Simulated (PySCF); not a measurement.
Stationary points of S₂(OH)

Computed with PBE0/[S def2-TZVP, O def2-TZVP, H def2-TZVP], no relativity, density fitting, PySCF.

Relaxations began from a few typed shapes; open shells are unrestricted. The search is not exhaustive: other isomers or separated fragments can lie lower, and high-lying points may rest on an excited occupation.

Question: Order these stationary points by electronic energy, lowest first, in kJ/mol from the lowest minimum.
A. doublet Cs: O–H 0.968 Å, S–O 1.803 Å, S–S 1.928 Å; H–O–S 111.0°, O–S–S 152.1°
B. doublet Cs: O–H 0.969 Å, S–O 1.644 Å, S–S 1.907 Å; H–O–S 108.0°, O–S–S 109.5°

Answer: B (0.0), A (230.6).

Question: Which of them are minima?

Answer: By energy in kJ/mol, 0.0: minimum; 230.6: minimum.
